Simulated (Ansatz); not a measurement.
The input, for Ansatz 0.2.0:

```yaml
crystal:
  periodic: [false, false, false]
  atoms:
    - {symbol: Ge, position_ang: [0.027108, -0.050729, 0.285576]}
    - {symbol: N, position_ang: [-0.137766, 0.207393, -1.397312]}
    - {symbol: H, position_ang: [-0.061146, 1.361401, 0.949904]}
    - {symbol: H, position_ang: [0.021963, -0.587513, -2.113155]}
basis:
  gaussian: {orbitals: cc-pVDZ}
magnetization: {spin_polarized: true, initial_magnetization: 1}
correlation: {method: bccd, electrons: outside_noble_gas}
scf: {lower_state_search: light}
output: {forces: true}
```

```sh
$ ansatz run in.yaml --threads 1 --pin off --events-out ev --progress --plain --max-ram 2393MiB
```

Problem. Roughly how long does this take on 1 thread of Intel Xeon 6975P-C, shared host, and how much host memory?

Solution. 9 s wall and 0.24 GiB.

```
553 factors; integrals over basis functions are off by at most 1.1e-3 eV
mean field evaluation 1: about -57979.8329 eV, gradient 2.6e1 eV
mean field evaluation 2: about -57979.8358 eV, gradient 2.6e1 eV
mean field evaluation 4: about -57983.5000 eV, gradient 2.5e0 eV
mean field evaluation 8: about -57983.7699 eV, gradient 7.3e-1 eV
mean field evaluation 16: about -57983.8547 eV, gradient 2.1e-1 eV
mean field evaluation 32: about -57983.7665 eV, gradient 7.3e-1 eV
mean field evaluation 64: about -57983.6558 eV, gradient 1.3e0 eV
mean field evaluation 96: about -57982.2012 eV, gradient 3.4e0 eV
mean field evaluation 128: about -57983.6656 eV, gradient 9.8e-1 eV
mean field evaluation 160: about -57981.3245 eV, gradient 2.8e-1 eV
...
cycle  15  -7.24466518 eV  change   -1.0e-5 eV  update   4.1e-5
cycle  16  -7.24467523 eV  change   -1.0e-5 eV  update   2.4e-5
cycle  17  -7.24467254 eV  change    2.7e-6 eV  update   1.5e-5
cycle  18  -7.24468324 eV  change   -1.1e-5 eV  update   6.9e-6
cycle  19  -7.24468314 eV  change    1.0e-7 eV  update   4.4e-6
cycle  20  -7.24468361 eV  change   -4.8e-7 eV  update   2.3e-6
cycle  21  -7.24468218 eV  change    1.4e-6 eV  update   1.1e-6
cycle  22  -7.24468168 eV  change    5.0e-7 eV  update   5.2e-7
cycle  23  -7.24468140 eV  change    2.8e-7 eV  update   2.8e-7
cycle  24  -7.24468159 eV  change   -1.9e-7 eV  update   1.6e-7
WARN: the results are in doubt because among natural orbitals full CI differs from the method by -0.116 eV
the calculation of the forces begins
Total energy: -57991.12638594 eV, -2131.1345868860 hartree
Atom 0 at     0.027108    -0.050729     0.285576 Å, force     0.129560    -0.226845     0.851852 eV/Å
Atom 1 at    -0.137766     0.207393    -1.397312 Å, force     0.360436    -1.501094    -2.314849 eV/Å
Atom 2 at    -0.061146     1.361401     0.949904 Å, force    -0.069145     0.208169     0.206152 eV/Å
Atom 3 at     0.021963    -0.587513    -2.113155 Å, force    -0.420850     1.519771     1.256845 eV/Å
Dipole moment:     0.077816    -0.231852     0.123104 e Å
In doubt: among natural orbitals full CI differs from the method by -0.116 eV
```

Forces (eV/Å):
```
Ge   0.130 -0.227  0.852
N    0.360 -1.501 -2.315
H   -0.069  0.208  0.206
H   -0.421  1.520  1.257
```
